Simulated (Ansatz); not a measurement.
Two isomers of C3H5NO: A = `N=CC1CO1`, B = `OC1=NCC1`.

Gas-phase electronic energies from Ansatz, PBE0-D4/def2-TZVP geometries. CCSD(T)/CBS is the MP2 limit (def2-TZVPP, def2-QZVPP) plus CCSD(T) − MP2 in def2-TZVPP, frozen cores. Functionals use def2-TZVPP. Each species was taken in one conformer, which may not be the lowest.

(1) Which is lower in electronic energy at CCSD(T)/CBS, and by how much? (An estimate is asked.)

(2) Give E(B) − E(A) in kcal/mol with CCSD/def2-TZVPP, CCSD(T)/def2-SVP, PBE-D4, ωB97M-V, B2PLYP, MP2/def2-TZVPP, r2SCAN-D4. (Estimate.)

(3) Does the order hold for the free energy at 298.15 K (harmonic terms from PBE0-D4)? (Best estimate.)

Largest T1 diagnostic: 0.012.

Answers

(1) Ansatz gave: B, by 17.4 kcal/mol.

(2) Ansatz gave: CCSD/def2-TZVPP -17.2, CCSD(T)/def2-SVP -17.6, PBE-D4 -17.4, ωB97M-V -18.0, B2PLYP -16.6, MP2/def2-TZVPP -18.5, r2SCAN-D4 -16.8. None reverses the order clearly.

(3) The calculation gave: Yes: G(B) − G(A) = -16.3 kcal/mol, for one conformer each.

Leaving LDA and LC-ωPBE aside and taking each functional with its dispersion term where it has one, the values, not all of them listed here, spread over 5.1 kcal/mol, from PBE-QIDH to BLYP-D4. LDA lies −4.5 kcal/mol from PBE without D4. From PBE to PBE0 (25 % exact exchange), in def2-TZVPP and without D4, E(B) − E(A) moves by −1.5 kcal/mol.
